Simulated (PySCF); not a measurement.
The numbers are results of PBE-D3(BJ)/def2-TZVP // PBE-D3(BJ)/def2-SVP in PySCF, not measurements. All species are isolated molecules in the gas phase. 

Reference species (SMILES): `N` (neutral, multiplicity 1).

| Quantity | Result |
|---|---|
| HOMO | -6.15 eV |
| dipole moment | 1.80 D |

Changed species: `OC` (free base CH3OH; the reference has free base NH3).

Predict the effect on the HOMO and dipole moment.

the HOMO drops by 0.04 eV, to -6.19 eV; the dipole moment falls by 0.20 D, to 1.60 D.
